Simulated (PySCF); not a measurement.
PH3O.
Numbering: `[O:1]=[PH3:2]` (hydrogens: H3, H4, H5 on P2)

Geometry (PBE0-D3(BJ)/def2-TZVP, Å), atoms numbered from 1 in this order:
```
atom  x, y, z in Å
O1     1.0713   -0.8568    0.7356
P2     0.2384    0.0285   -0.0982
H3    -0.7324    0.8134    0.5699
H4     0.9115    1.0172   -0.8560
H5    -0.5531   -0.5869   -1.0983
```

The closed-shell ground state was solved at several levels (PySCF, density fitting, gas phase, non-relativistic). Isolated species at its PBE0-D3(BJ)/def2-TZVP geometry, gas phase.

```json
{"level": "wB97X-D/aug-cc-pVTZ", "basis functions": "165", "total energy (Eh)": "-418.3922", "HOMO (eV)": "-10.31", "LUMO (eV)": "0.61", "gap (eV)": "10.92", "dipole (D)": "3.73"}
{"level": "PBE0/aug-cc-pVTZ", "basis functions": "165", "total energy (Eh)": "-418.2057", "HOMO (eV)": "-8.41", "LUMO (eV)": "-0.50", "gap (eV)": "7.91", "dipole (D)": "3.67"}
{"level": "KT3/pcSseg-2", "basis functions": "121", "total energy (Eh)": "-421.9788", "HOMO (eV)": "-7.02", "LUMO (eV)": "-0.98", "gap (eV)": "6.04", "dipole (D)": "3.50"}
{"level": "CAM-B3LYP/aug-cc-pVTZ", "basis functions": "165", "total energy (Eh)": "-418.4025", "HOMO (eV)": "-9.84", "LUMO (eV)": "-0.08", "gap (eV)": "9.76", "dipole (D)": "3.81"}
{"level": "wB97X-D/pcSseg-2", "basis functions": "121", "total energy (Eh)": "-418.4027", "HOMO (eV)": "-10.31", "LUMO (eV)": "1.83", "gap (eV)": "12.14", "dipole (D)": "3.87"}
{"level": "PBE0/pcSseg-2", "basis functions": "121", "total energy (Eh)": "-418.2152", "HOMO (eV)": "-8.40", "LUMO (eV)": "-0.01", "gap (eV)": "8.39", "dipole (D)": "3.80"}
```

**Question.** What might B97-2/pcSseg-2 (121 basis functions) give for the same quantities?

**Answer.** Total energy -418.4231 Eh, HOMO -8.13 eV, LUMO 0.00 eV, gap 8.13 eV, dipole 3.77 D.

**Question.** Over all these levels, which gives the widest orbital gap and which the narrowest?

**Answer.** wB97X-D/pcSseg-2 (range-separated hybrid) has the widest, 12.14 eV, and KT3/pcSseg-2 (GGA) the narrowest, 6.04 eV. The two share the basis. From the narrowest to the widest the HOMO moves by -3.29 eV and the LUMO by +2.81 eV.

**Question.** In the pcSseg-2 basis, how does the gap go with the fixed share of exact exchange?

**Answer.** KT3 (0 %) 6.04 eV; B97-2 (21 %) 8.13 eV; PBE0 (25 %) 8.39 eV. Each rise in the share widens the gap here.

**Question.** How far do the dipole and the HOMO energy spread over the levels?

**Answer.** The dipole runs from 3.50 to 3.87 D (mean 3.74 D) and the HOMO from -10.31 to -7.02 eV.

The pairwise dispersion term of wB97X-D wasn't added to the energies; at a given geometry it leaves orbitals and properties as they are.
